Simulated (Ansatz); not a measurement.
# Structure optimisation: zirconium, hcp

These are results of DFT, PBE, plane waves (420 eV) with PAW, scalar-relativistic in Ansatz 0.2.0, not measurements.

k-point mesh 11×11×6, Fermi-Dirac smearing 0.05 eV, starting moments 1.00 ×2 μB. Cell and atoms relax.

Starting structure:

```yaml
crystal:
  lattice:
    - [3.2319982225, 0.0, 0.0]
    - [-1.6159991112, 2.7989925656, 0.0]
    - [0.0, 0.0, 5.147]
  atoms:
    - { symbol: Zr, position: [0.3333333333, 0.6666666667, 0.25], spin: 1.0 }
    - { symbol: Zr, position: [0.6666666667, 0.3333333333, 0.75], spin: 1.0 }
hamiltonian:
  xc: pbe
  pseudopotentials:
    kind: paw
    azcp:
      Zr: "pseudopotentials/Zr.paw.azcp"
basis:
  ecutwfc: 420
  fft_grid_basis: typed
kpoints:
  mp_grid: { grid: [11, 11, 6], shift: [0, 0, 0] }
magnetization:
  spin_polarized: true
scf:
  occupations: { method: fermi_dirac, width: 0.05 }
relax:
  max_steps: 60
  f_tol: 0.01
  cell: {}
```

Problem. The pressure at the start is 0.4 GPa. By how much does the volume change?

Solution. From 23.28 to 23.38 Å³ per atom, 0.4 %. The final cell has a = 3.234 Å, c = 5.162 Å (c/a = 1.596).

Problem. How much energy does the relaxation gain?

Solution. 0.2 meV per atom.

Path of the relaxation (the plane waves are chosen anew near the end, which can shift the energy a little):

```csv
step,E − E(final) (meV/atom),V (Å³/atom),P (GPa),max force (eV/Å)
0,0.15,23.281,0.40,0.000
1,0.01,23.370,0.03,0.000
2,0.01,23.379,-0.01,0.000
3,0.00,23.379,-0.01,0.000
```

Problem. Which magnetic state does it end in?

Solution. non-magnetic.
